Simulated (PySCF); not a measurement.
# Stretching N₂⁺

Set-up: PySCF, no relativity, basis sets N def2-TZVP. Energies in eV from N⁺ + N in their ground configurations at the same level. State: ²Σg⁺ (doublet), unpaired electrons σ ↑.

All columns are PBE0.

```
R (Å)  E (eV)  HOMO (eV)  LUMO (eV)  Mayer bond order  ⟨S²⟩
0.949  -6.239     -24.32     -19.74              3.27  0.75
0.994  -7.604     -24.62     -19.61              3.24  0.75
1.038  -8.371     -24.87     -19.49              3.20  0.75
1.071  -8.645     -24.46     -19.40              3.17  0.75
1.104  -8.721     -24.07     -19.31              3.13  0.75
1.137  -8.639     -23.71     -19.22              3.09  0.76
1.181  -8.345     -23.25     -19.09              3.04  0.76
1.236  -7.768     -22.73     -18.93              2.99  0.76
1.303  -6.889     -22.15     -18.73              2.93  0.76
1.391  -5.577     -21.47     -18.45              2.85  0.76
```

The state is the lowest determinant that a PBE0 search found; another state may lie lower at other levels.
